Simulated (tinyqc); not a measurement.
Worked calculation: RKS/LDA (PW92) in the sto-6g basis, for H2O, spin multiplicity 1. One step of it, computed by the program tinyqc.

Problem. Iteration 1: diagonalisation and new density. Diagonalise F' = X^T F X, C = X C', fill 5 alpha and 5 beta electrons from the bottom; D = 2 C_occ C_occ^T. Each column has its largest component positive (the first on a tie).

Kohn-Sham matrix F (hartree), lower triangle:
```
             1O 1s      1O 2s    1O 2px     1O 2py     1O 2pz      2H 1s      3H 1s
1O 1s   -17.041132
1O 2s    -4.259499  -1.011602
1O 2px    0.000000   0.000000  0.719078
1O 2py   -0.000797  -0.012543  0.000000   0.635135
1O 2pz   -0.008696  -0.124980  0.000000  -0.005722   0.678684
2H 1s    -0.551975  -0.315937  0.000000  -0.107213  -0.100246  -0.169128
3H 1s    -0.443211  -0.266215  0.000000   0.093618  -0.089261  -0.080598  -0.170436
```

X, lower triangle:
```
            1O 1s      1O 2s    1O 2px     1O 2py     1O 2pz      2H 1s     3H 1s
1O 1s    1.021861
1O 2s   -0.127775   1.097616
1O 2px   0.000000   0.000000  1.000000
1O 2py  -0.000848   0.009507  0.000000   1.046313
1O 2pz  -0.004185   0.039450  0.000000   0.004485   1.020280
2H 1s    0.015371  -0.179786  0.000000  -0.142729  -0.091678   1.084466
3H 1s    0.013319  -0.146702  0.000000   0.122887  -0.076949  -0.034502  1.061521
```

Give: F' = X^T F X; orbital energies; coefficients C; D after iteration 1.

Solution.

F' = X^T F X (hartree), lower triangle:
```
          1        2       3        4        5        6        7
1  -16.7259
2   -2.3302  -0.1545
3    0.0000   0.0000  0.7191
4   -0.0027   0.0044  0.0000   0.7481
5   -0.0139  -0.0516  0.0000   0.0047   0.7284
6   -0.0557  -0.1952  0.0000  -0.2097  -0.1429  -0.0371
7   -0.0342  -0.1583  0.0000   0.1808  -0.1203  -0.0302  -0.0761
```

orbital energies (hartree): MO1 -17.0480, MO2 -0.2648, MO3 -0.1162, MO4 0.3053, MO5 0.7191, MO6 0.7662, MO7 0.8405

coefficients C:
```
            MO1      MO2      MO3      MO4     MO5      MO6      MO7
1O 1s    0.9949  -0.1197   0.0112  -0.2378  0.0000  -0.0077  -0.0108
1O 2s    0.0222   0.3544  -0.0349   1.0666  0.0000   0.0807   0.0722
1O 2px   0.0000   0.0000   0.0000   0.0000  1.0000   0.0000   0.0000
1O 2py   0.0003   0.0094  -0.1390  -0.0355  0.0000  -0.2063   1.0330
1O 2pz   0.0018   0.1055  -0.0074  -0.0203  0.0000   1.0006   0.2100
2H 1s   -0.0044   0.5325  -0.6692  -0.5246  0.0000  -0.1756  -0.4485
3H 1s   -0.0036   0.5246   0.7382  -0.4423  0.0000  -0.2793   0.2774
```

D after iteration 1, lower triangle:
```
          1O 1s    1O 2s  1O 2px   1O 2py  1O 2pz   2H 1s   3H 1s
1O 1s    2.1216
1O 2s   -0.5486   2.5297
1O 2px   0.0000   0.0000  2.0000
1O 2py   0.0122  -0.0593  0.0000   0.0413
1O 2pz  -0.0122   0.0320  0.0000   0.0055  0.0232
2H 1s    0.0984  -0.6953  0.0000   0.2332  0.1436  2.0132
3H 1s    0.0941  -0.6232  0.0000  -0.1640  0.1178  0.0349  2.0315
```
